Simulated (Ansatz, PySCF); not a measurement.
Bond stretch in SMILES [SiH3][SiH3]. The Si1–Si5 bond (Si1 also carries H, H, H; Si5 carries H, H, H) is pulled apart rigidly from the PBE0/def2-TZVP optimised geometry.

Computed with: UHF/LANL2DZ = unrestricted Hartree-Fock/LANL2DZ, with its core potentials past Ne run with PySCF 2.14.0; UCCSD(T) = CCSD(T) on UHF/cc-pVTZ, frozen core in Ansatz (a program for electronic structure); RMP2 = MP2 on RHF/cc-pVTZ, frozen core in Ansatz; UKS-B3LYP/6-31G* = unrestricted B3LYP/6-31G*, spherical d run with PySCF 2.14.0.

Energies are in kcal/mol, each relative to the lowest point of its own curve near equilibrium.

```
R / Å  UHF/LANL2DZ  UCCSD(T)  RMP2  UKS-B3LYP/6-31G*
-----  -----------  --------  ----  ----------------
1.87          54.3      54.9  54.9              53.6
2.01          22.0      22.7  22.7              22.2
2.06          14.8      15.5  15.4              15.1
2.22           2.2       2.6   2.5               2.5
2.28           0.5       0.7   0.7               0.7
2.34           0.0       0.0   0.0               0.0
2.41             ?       0.4   0.4               0.4
2.47             ?       1.5   1.6               1.5
2.56           4.9       4.3   4.5               4.2
2.73          12.8      11.8  12.3              11.4
2.93          23.9      22.4  23.5              21.6
3.20          38.2      37.2  39.2              35.7
3.51          46.6      53.0  56.0              50.3
3.85             ?      66.1  71.3              62.8
4.17          52.4      72.5  82.5              68.7
4.66             ?      75.8  93.8              72.5
5.17          53.6      76.6  99.1              73.9
5.75          53.7      76.9     ?              74.4
6.35          53.7      77.0  93.1              74.5
7.04          53.8      77.1  83.6              74.6
8.11          53.8      77.1     ?              74.6
```

Task: Fill in the missing entries.

Result: 
- 2.41, UHF/LANL2DZ: 0.6
- 2.47, UHF/LANL2DZ: 1.9
- 3.85, UHF/LANL2DZ: 50.7
- 4.66, UHF/LANL2DZ: 53.4
- 5.75, RMP2: 98.6
- 8.11, RMP2: 66.4

The unrestricted determinant behind UHF/LANL2DZ, UCCSD(T) is spin-contaminated at 3.20 to 8.11 Å (<S²> up to 1.0, against 0.00 for a pure singlet). The restricted form behind RMP2 keeps the bonding electrons paired and can't separate into open-shell fragments. The unrestricted determinant behind UKS-B3LYP/6-31G* is spin-contaminated at 3.85 to 8.11 Å (<S²> up to 1.0, against 0.00 for a pure singlet).
